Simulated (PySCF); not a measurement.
Compound: C5H11N.
Geometry (GFN2-xTB, Å), atoms numbered from 1 in this order:
```
atom  x, y, z in Å
C1     2.0773   -0.0871    0.2753
N2     0.6530   -0.0351    0.4804
C3    -0.0689   -1.1448   -0.1148
C4    -1.5365   -0.7016   -0.0976
C5    -1.4740    0.8305    0.0453
C6     0.0168    1.1522   -0.0561
H7     2.3554   -0.0752   -0.7926
H8     2.5397    0.7698    0.7636
H9     2.4678   -0.9988    0.7258
H10    0.1061   -2.0533    0.4646
H11    0.2632   -1.3280   -1.1531
H12   -2.0467   -1.0041   -1.0110
H13   -2.0637   -1.1449    0.7453
H14   -2.0508    1.3436   -0.7225
H15   -1.8528    1.1350    1.0198
H16    0.3036    2.0285    0.5277
H17    0.3034    1.3254   -1.1100
```

Structure optimised with GFN2-xTB, isolated species.

Masses are those of the commonest isotopes; rigid-rotor values at the optimised geometry. The values belong to one conformer with, in the numbering `[CH3:1][N:2]1[CH2:3][CH2:4][CH2:5][CH2:6]1`, C1–N2–C3–C4 -166°, N2–C3–C4–C5 20°, C3–C4–C5–C6 6°, C4–C5–C6–N2 -30°.

Question: What are A, B and C (MHz)?

Answer: Ia = 75.28, Ib = 158.83, Ic = 213.38 u·Å²; 505379 MHz·u·Å²/I gives A = 6713, B = 3182, C = 2368 MHz.

Question: Classify the top.

Answer: An asymmetric top. Ray's parameter κ = (2B − A − C)/(A − C) = -0.626; −1 is the prolate and +1 the oblate limit.

Question: Is it planar, by Δ = Ic − Ia − Ib?

Answer: Not planar: Δ = Ic − Ia − Ib = -20.74 u·Å². For a rigid frame Δ = −2 Σ m c², so Σ m c² = 10.37 u·Å² lies off the ab plane: 8.11 from hydrogen and 2.26 from heavier atoms. The atom farthest from that plane is 1.27 Å away.

Question: List the rotational levels J(Ka,Kc) to J = 3 (cm⁻¹).

Answer: Above 0(0,0):
J = 1: 1(0,1) 0.1851, 1(1,1) 0.3029, 1(1,0) 0.3301
J = 2: 2(0,2) 0.5512, 2(1,2) 0.6461, 2(1,1) 0.7275, 2(2,1) 1.0809, 2(2,0) 1.0850
J = 3: 3(0,3) 1.0906, 3(1,3) 1.1584, 3(1,2) 1.3207, 3(2,2) 1.6363, 3(2,1) 1.6565, 3(3,1) 2.2955, 3(3,0) 2.2959

Whether it is a minimum is left open (no frequencies). No vibrational averaging or centrifugal distortion is included, and the geometry carries the error of its method.

All values are computed, not measured.
